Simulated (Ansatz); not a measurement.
Geometry optimisation, RKS B3LYP-D4/def2-SVP (Ansatz).

Input file:

```yaml
crystal:
  periodic: [false, false, false]
  atoms:
    - { symbol: B, position_ang: [-0.914514, 0.397622, 0.020701] }
    - { symbol: H, position_ang: [1.134381, -0.060668, 1.158555] }
    - { symbol: C, position_ang: [1.851145, 0.014363, 0.318832] }
    - { symbol: H, position_ang: [1.989795, -0.96686, -0.157127] }
    - { symbol: H, position_ang: [1.503262, 0.746828, -0.4258] }
    - { symbol: H, position_ang: [2.812598, 0.366197, 0.729183] }
    - { symbol: H, position_ang: [-0.625668, -0.497582, -0.809444] }
basis:
  gaussian: { orbitals: def2-SVP }
hamiltonian:
  xc: b3lyp
  dispersion: d4
relax:
  f_tol: 0.03
  max_steps: 50
output:
  orbitals: {}
```

Run as:

```bash
$ ansatz run input.yaml --threads 1 --pin off --max-ram 2048MiB --backend cpu --events-out ev --progress --plain --runs-dir out
```

Problem. Where does it end, and by what steps?

Solution. The forces met the threshold. The force dipped under the threshold on the way, but the program's further checks kept it going. After 9 steps the energy has fallen by 0.043 eV; B1 moved furthest, 0.50 Å.

```csv
step,energy less start (eV),largest force component (eV/Å),accepted
0,0.0000,0.243,yes
1,-0.0272,0.156,yes
2,-0.0298,0.125,yes
3,-0.0304,0.264,yes
4,-0.0323,0.163,yes
5,-0.0003,0.960,no
6,-0.0387,0.031,yes
7,-0.0388,0.254,yes
8,-0.0426,0.010,yes
9,-0.0431,0.016,yes
```

```xyz
7
Properties=species:S:1:pos:R:3
B -1.155 0.034 0.270
H 1.030 0.187 0.890
C 1.946 0.051 0.283
H 2.007 -0.986 -0.073
H 1.932 0.738 -0.575
H 2.812 0.276 0.923
H -0.822 -0.301 -0.883
```

The run took 9.4 s on 1 thread of Arm Neoverse V2, on a shared host, peak memory 0.11 GiB.
